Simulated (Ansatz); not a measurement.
The input, for Ansatz 0.2.0:

```yaml
crystal:
  periodic: [false, false, false]
  atoms:
    - {symbol: O, position_ang: [0.000000, 0.734058, -0.028136]}
    - {symbol: O, position_ang: [0.000000, -0.734058, -0.028136]}
    - {symbol: H, position_ang: [0.839547, 0.880752, 0.446615]}
    - {symbol: H, position_ang: [-0.839547, -0.880752, 0.446615]}
basis:
  gaussian: {orbitals: "6-31G*"}
magnetization: {spin_polarized: false}
correlation: {method: ccsdtq, electrons: outside_noble_gas}
```

```sh
$ ansatz run in.yaml --threads 5 --pin off --events-out ev --progress --plain --max-ram 130560MiB --backend cuda --devices 0, --max-vram 75GiB
```

Log:

```
564 factors; integrals over basis functions are off by at most 1.4e-7 eV
mean field evaluation 1: about -4101.5292 eV, gradient 2.1e1 eV
mean field evaluation 2: about -4101.5317 eV, gradient 2.1e1 eV
mean field evaluation 4: about -4102.3845 eV, gradient 1.7e0 eV
mean field evaluation 8: about -4102.3917 eV, gradient 8.0e-5 eV
mean field evaluation 16: about -4102.3911 eV, gradient 3.8e-1 eV
mean field -4102.39173579 eV, -150.7601155892 hartree, gradient 1.4e-6 eV, S^2 0.000000; 0 other end points of the search recorded, 0 dependent functions left out
2 core orbitals not correlated: weight in the atoms' cores, before any rotation towards them, 1.000 or more for the frozen orbitals, at most 0.000 for the correlated occupied ones
reference -4102.39173579 eV, -150.7601155892 hartree; 7, 7 occupied and 25, 25 virtual orbitals, 564 factors
second order -10.06850061 eV of doubles, -0.00000000 eV of singles
cycle   1  -10.08086186 eV  change   -1.2e-2 eV  update   7.1e-2
cycle   2  -10.51973252 eV  change   -4.4e-1 eV  update   3.2e-2
cycle   3  -10.68373973 eV  change   -1.6e-1 eV  update   1.4e-2
cycle   4  -10.68052723 eV  change    3.2e-3 eV  update   4.3e-3
cycle   5  -10.68834139 eV  change   -7.8e-3 eV  update   2.1e-3
cycle   6  -10.68800035 eV  change    3.4e-4 eV  update   7.5e-4
cycle   7  -10.68713431 eV  change    8.7e-4 eV  update   4.2e-4
cycle   8  -10.68709288 eV  change    4.1e-5 eV  update   1.7e-4
cycle   9  -10.68724109 eV  change   -1.5e-4 eV  update   8.8e-5
cycle  10  -10.68721887 eV  change    2.2e-5 eV  update   3.9e-5
cycle  11  -10.68718253 eV  change    3.6e-5 eV  update   2.1e-5
cycle  12  -10.68720720 eV  change   -2.5e-5 eV  update   1.1e-5
cycle  13  -10.68719882 eV  change    8.4e-6 eV  update   4.8e-6
cycle  14  -10.68720650 eV  change   -7.7e-6 eV  update   2.2e-6
cycle  15  -10.68720833 eV  change   -1.8e-6 eV  update   8.1e-7
cycle  16  -10.68720736 eV  change    9.7e-7 eV  update   3.9e-7
Total energy: -4113.07894314 eV, -151.1528632155 hartree
```

Ran on 5 threads of AMD EPYC 7R13 with a whole H100 80 GB, shared host: 16 s wall, 0.8 GiB peak host memory.
